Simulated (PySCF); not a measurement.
Cyclopentane, C5H10.
SMILES: `C1CCCC1`

The closed-shell ground state was solved at several levels (PySCF, density fitting, gas phase, non-relativistic). One conformer (not necessarily the lowest) at the GFN2-xTB geometry, without solvent, vibrations or thermal averaging.

```
        level  basis functions  HOMO (eV)  LUMO (eV)  gap (eV)  dipole (D)
  B3LYP/pcJ-1              235      -8.60       1.09      9.69        0.02
PBE0/pcSseg-1              135      -8.79       1.36     10.15        0.02
```

Q: What might CAM-B3LYP/def2-SVPD (180 basis functions) give for the same quantities?

A: HOMO -10.20 eV, LUMO 1.43 eV, gap 11.63 eV, dipole 0.02 D.

Q: Over all these levels, which gives the widest orbital gap and which the narrowest?

A: CAM-B3LYP/def2-SVPD (range-separated hybrid) has the widest, 11.63 eV, and B3LYP/pcJ-1 (global hybrid, 20 % exact exchange) the narrowest, 9.69 eV. Functional and basis both differ between the two, so the spread mixes both effects.

Q: How far do the dipole and the HOMO energy spread over the levels?

A: The dipole runs from 0.02 to 0.02 D (mean 0.02 D) and the HOMO from -10.20 to -8.60 eV.
